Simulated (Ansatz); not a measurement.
# AlH4NO (built from SMILES [NH2][AlH][OH]): a reaction path by the nudged elastic band

What path joins these two structures, and how high does it climb? Both ends were relaxed at PBE0-D4 in triple zeta. A second band with other settings follows.

The runs use Ansatz 0.2.0, Gaussian basis; PBE0-D4/def2-SVP.

16 further runs of the same task are left out: 16 set aside as unsound or not needed.

## Step 1: Starting geometry

The first end: 7 atoms, charge 0, spin multiplicity 1.

Atoms are counted from 1 here; the program's logs count them from 0.

Bond lengths: Al1–N2 1.760 Å, Al1–H3 1.579 Å, Al1–O4 1.698 Å, N2–H5 1.006 Å, N2–H6 1.007 Å, O4–H7 0.955 Å. Angles: N2–Al1–H3 120.8°, N2–Al1–O4 116.8°, H3–Al1–O4 122.4°, Al1–N2–H5 124.4°, Al1–N2–H6 125.1°, H5–N2–H6 110.6°, Al1–O4–H7 123.2°.

Coordinates:

```
Al   -0.2268    0.4060    0.2209
N     0.5402   -1.1741    0.3401
H    -0.7480    1.1517    1.5119
O    -0.3720    1.0715   -1.3342
H     0.6842   -1.6717    1.2028
H     0.8947   -1.7050   -0.4384
H    -0.7721    1.9217   -1.5032
```

The second end:

```mol
AlH4NO
  3D, bonds by distance, orders not assigned

  7  6  0  0  0  0  0  0  0  0999 V2000
   -1.2867    0.7811    0.1774 Al  0  0
    0.3186   -0.6492    0.7337 N   0  0
    0.8593   -0.3952    1.5537 H   0  0
   -0.2781    0.9268   -1.2552 O   0  0
    0.0212   -1.6130    0.8434 H   0  0
    0.9065   -0.5711   -0.0936 H   0  0
   -0.5407    1.5206   -1.9592 H   0  0
  1  2  8  0
  1  4  8  0
  2  3  8  0
  2  5  8  0
  2  6  8  0
  4  7  8  0
M  END
```

## Step 2: The band at PBE0-D4/def2-SVP

neb/in.yaml

```yaml
crystal:
  periodic: [false, false, false]
  atoms:
    - {symbol: Al, position_ang: [-0.226796, 0.406022, 0.220934]}
    - {symbol: N, position_ang: [0.540171, -1.174061, 0.340112]}
    - {symbol: H, position_ang: [-0.747955, 1.151696, 1.511914]}
    - {symbol: O, position_ang: [-0.371985, 1.071535, -1.334169]}
    - {symbol: H, position_ang: [0.684189, -1.671715, 1.202815]}
    - {symbol: H, position_ang: [0.894681, -1.705033, -0.438351]}
    - {symbol: H, position_ang: [-0.772106, 1.921658, -1.503155]}
basis:
  gaussian: {orbitals: def2-SVP}
hamiltonian: {xc: pbe0, dispersion: d4}
neb:
  images: 5
  climbing: true
  max_iterations: 40
  initial_path: idpp
  final_atoms:
    - {symbol: Al, position_ang: [-1.286661, 0.781117, 0.177362]}
    - {symbol: N, position_ang: [0.318596, -0.649236, 0.733653]}
    - {symbol: H, position_ang: [0.859265, -0.395195, 1.553663]}
    - {symbol: O, position_ang: [-0.278118, 0.926840, -1.255159]}
    - {symbol: H, position_ang: [0.021242, -1.612962, 0.843373]}
    - {symbol: H, position_ang: [0.906537, -0.571097, -0.093573]}
    - {symbol: H, position_ang: [-0.540660, 1.520634, -1.959218]}
```

Run with:

```bash
> ansatz run in.yaml --threads 2 --pin off --events-out ev --progress --plain --max-ram 4352MiB
```

The program printed (excerpt; [...] marks lines left out):

```text
Functional definition: PBE0
  name "PBE0"
  cite "Adamo & Barone, J. Chem. Phys. 110, 6158 (1999) doi:10.1063/1.478522"
  cite "Perdew, Burke & Ernzerhof, Phys. Rev. Lett. 77, 3865 (1996) doi:10.1103/PhysRevLett.77.3865"
  parent pbe
[...]
682 factors; integrals over basis functions are off by at most 3.8e-4 eV
[...]
mean field -10189.37061293 eV, -374.4524634219 hartree, gradient 7.7e-5 eV, S^2 0.000000; 0 other end points of the search recorded, 0 dependent functions left out
[...]
reference -10189.37063981 eV, -374.4524644095 hartree; 16, 16 occupied and 50, 50 virtual orbitals, 682 factors
[... from here to the last solve, the lines of the solves are left out (99 solves) ...]
WARN: NEB end point (image 0): max|allowed force component| = 2.580e-1 eV/Å (the criterion of neb.relax_end_points is 1.000e-2). That is over neb.f_tol: it is no minimum, so the barrier can be far off. Relax it first
WARN: NEB end point (image 6): max|allowed force component| = 2.663e-1 eV/Å (the criterion of neb.relax_end_points is 1.000e-2). That is over neb.f_tol: it is no minimum, so the barrier can be far off. Relax it first
NEB iter   1: max|band force component| = 3.700e0 eV/Å  barrier→ = 3.7117 eV  barrier← = 2.8208 eV  Δτ_max = 0.2000 Å  (169 SCF iters)
[...]
NEB iter   4: max|band force component| = 9.727e-1 eV/Å  barrier→ = 2.5279 eV  barrier← = 1.6370 eV  Δτ_max = 0.1254 Å  (134 SCF iters)
[...]
NEB iter   7: max|band force component| = 4.915e-1 eV/Å  barrier→ = 2.8870 eV  barrier← = 1.9961 eV  CI = image 3  Δτ_max = 0.1303 Å  (130 SCF iters)
[...]
NEB iter  10: max|band force component| = 1.096e-1 eV/Å  barrier→ = 2.8175 eV  barrier← = 1.9266 eV  CI = image 3  Δτ_max = 0.0189 Å  (118 SCF iters)
NEB iter  11: max|band force component| = 5.493e-2 eV/Å  barrier→ = 2.8171 eV  barrier← = 1.9262 eV  CI = image 3  Δτ_max = 0.0121 Å  (119 SCF iters)
[...]
NEB iter  12: max|band force component| = 3.627e-2 eV/Å  barrier→ = 2.8170 eV  barrier← = 1.9261 eV  CI = image 3  Δτ_max = 0.0000 Å  (931 SCF iters)
Total energy: -10186.62762526 eV, -374.3516604840 hartree
Atom 0 at    -0.839445     0.338921    -0.161104 Å, force     0.000456     0.003697     0.018433 eV/Å
Atom 1 at     0.454367    -0.682711     0.760913 Å, force    -0.007082     0.010050    -0.011661 eV/Å
Atom 2 at    -0.208269     0.506870     1.422409 Å, force    -0.006775    -0.009418    -0.001103 eV/Å
Atom 3 at    -0.272495     0.710425    -1.737941 Å, force     0.025154    -0.011189    -0.020315 eV/Å
Atom 4 at     0.080224    -1.348764     1.438854 Å, force     0.001256     0.001148     0.012144 eV/Å
Atom 5 at     1.452762    -0.877960     0.606646 Å, force     0.001675    -0.003005    -0.002869 eV/Å
Atom 6 at    -0.666945     1.353322    -2.329678 Å, force    -0.014684     0.008715     0.005372 eV/Å
Dipole moment:     0.162930    -0.177111     0.063177 e Å
```

It took 72 s on 2 threads of Arm Neoverse V2, shared host.

The last band:

```
image  path (Å)  energy (eV)  N2–H3 (Å)  Al1–N2 (Å)  Al1–H3 (Å)
    0      0.00        0.000       2.91        1.76        1.58
    1      0.69        0.209       2.69        1.76        1.57
    2      1.37        1.349       2.19        1.76        1.58
    3      2.06        2.817       1.51        1.89        1.71
    4      2.67        1.305       1.05        2.12        2.18
    5      3.27        0.941       1.02        2.21        2.66
    6      3.88        0.891       1.01        2.22        2.81
```

The highest image, 3:

```xyz
7

Al   -0.83944    0.33892   -0.16110
N     0.45437   -0.68271    0.76091
H    -0.20827    0.50687    1.42241
O    -0.27249    0.71042   -1.73794
H     0.08022   -1.34876    1.43885
H     1.45276   -0.87796    0.60665
H    -0.66695    1.35332   -2.32968
```

## Step 3: The band at BHLYP-D4/cc-pVDZ, other settings

neb/in.yaml: that of step 2 with these lines changed.

```diff
@@ -11,6 +11,6 @@
 basis:
-  gaussian: {orbitals: def2-SVP}
-hamiltonian: {xc: pbe0, dispersion: d4}
+  gaussian: {orbitals: cc-pVDZ}
+hamiltonian: {xc: {name: BHLYP}, dispersion: d4}
 neb:
-  images: 5
+  images: 7
   climbing: true
```

Run with:

```bash
> ansatz run in.yaml --threads 2 --pin off --events-out ev --progress --plain --max-ram 4352MiB
```

The program printed (excerpt; [...] marks lines left out):

```text
Functional definition: BHLYP
  name "BHLYP"
  cite "Becke, J. Chem. Phys. 98, 1372 (1993) doi:10.1063/1.464304"
  cite "Becke, Phys. Rev. A 38, 3098 (1988) doi:10.1103/PhysRevA.38.3098"
  cite "Lee, Yang & Parr, Phys. Rev. B 37, 785 (1988) doi:10.1103/PhysRevB.37.785"
[...]
703 factors; integrals over basis functions are off by at most 2.7e-4 eV
[...]
mean field -10199.44088091 eV, -374.8225389441 hartree, gradient 7.6e-6 eV, S^2 0.000000; 0 other end points of the search recorded, 0 dependent functions left out
[...]
reference -10199.44103705 eV, -374.8225446822 hartree; 16, 16 occupied and 50, 50 virtual orbitals, 703 factors
[... from here to the last solve, the lines of the solves are left out (125 solves) ...]
WARN: NEB end point (image 0): max|allowed force component| = 5.997e-1 eV/Å (the criterion of neb.relax_end_points is 1.000e-2). That is over neb.f_tol: it is no minimum, so the barrier can be far off. Relax it first
[...]
WARN: NEB end point (image 8): max|allowed force component| = 4.614e-1 eV/Å (the criterion of neb.relax_end_points is 1.000e-2). That is over neb.f_tol: it is no minimum, so the barrier can be far off. Relax it first
[...]
NEB iter  10: max|band force component| = 9.307e-2 eV/Å  barrier→ = 3.1584 eV  barrier← = 2.3693 eV  CI = image 4  Δτ_max = 0.0285 Å  (171 SCF iters)
NEB iter  11: max|band force component| = 6.526e-2 eV/Å  barrier→ = 3.1566 eV  barrier← = 2.3674 eV  CI = image 4  Δτ_max = 0.0160 Å  (169 SCF iters)
[...]
NEB iter  12: max|band force component| = 4.669e-2 eV/Å  barrier→ = 3.1562 eV  barrier← = 2.3671 eV  CI = image 4  Δτ_max = 0.0000 Å  (1033 SCF iters)
Total energy: -10196.39468266 eV, -374.7105932232 hartree
Atom 0 at    -0.832447     0.360970    -0.153531 Å, force     0.000370    -0.006165     0.027724 eV/Å
Atom 1 at     0.456224    -0.682253     0.768961 Å, force    -0.005960     0.002691    -0.004892 eV/Å
Atom 2 at    -0.226285     0.501340     1.430452 Å, force    -0.001610     0.001246    -0.006258 eV/Å
Atom 3 at    -0.276455     0.703837    -1.751569 Å, force     0.019781    -0.005689    -0.019679 eV/Å
Atom 4 at     0.093071    -1.358439     1.433318 Å, force    -0.005052     0.003088    -0.004673 eV/Å
Atom 5 at     1.446843    -0.876348     0.607948 Å, force     0.003269     0.000939     0.001139 eV/Å
Atom 6 at    -0.660752     1.350995    -2.335480 Å, force    -0.010798     0.003890     0.006638 eV/Å
Dipole moment:     0.087349    -0.150465     0.101759 e Å
```

Run time: 99 s. Hardware: 2 threads of Arm Neoverse V2, shared host.

The last band:

```
image  path (Å)  energy (eV)  N2–H3 (Å)  Al1–N2 (Å)  Al1–H3 (Å)
    0      0.00        0.000       2.91        1.76        1.58
    1      0.52        0.114       2.78        1.77        1.57
    2      1.04        0.611       2.52        1.76        1.56
    3      1.56        1.922       2.04        1.78        1.58
    4      2.08        3.156       1.52        1.90        1.70
    5      2.56        1.685       1.09        2.07        2.00
    6      3.04        0.953       1.02        2.25        2.52
    7      3.51        0.813       1.01        2.28        2.77
    8      3.99        0.789       1.01        2.22        2.81
```

The highest image, 4:

```
Al   -0.8324    0.3610   -0.1535
N     0.4562   -0.6823    0.7690
H    -0.2263    0.5013    1.4305
O    -0.2765    0.7038   -1.7516
H     0.0931   -1.3584    1.4333
H     1.4468   -0.8763    0.6079
H    -0.6608    1.3510   -2.3355
```

## Step 4: Summary of results

```
                                                                       quantity                                           value
                                                PBE0-D4/def2-SVP, 12 iterations  highest 2.817 eV (image 3), last end +0.891 eV
                                                BHLYP-D4/cc-pVDZ, 12 iterations  highest 3.156 eV (image 4), last end +0.789 eV
from earlier runs: barrier over the separately found saddle, CCSD(T)/def2-TZVPP                                        2.993 eV
```

What this shows: The highest image lies 2.817 eV above the first end, and it climbed, so it estimates the saddle. The ends are not quite minima at this level (largest force component 0.27 eV/Å), so the heights are unreliable: relaxing the first end would lower it and raise the barrier above it. The highest image is 0.176 eV below the CCSD(T) barrier in triple zeta, which comes from separate runs on the saddle. The second band's highest image lies at 3.156 eV; the levels differ.
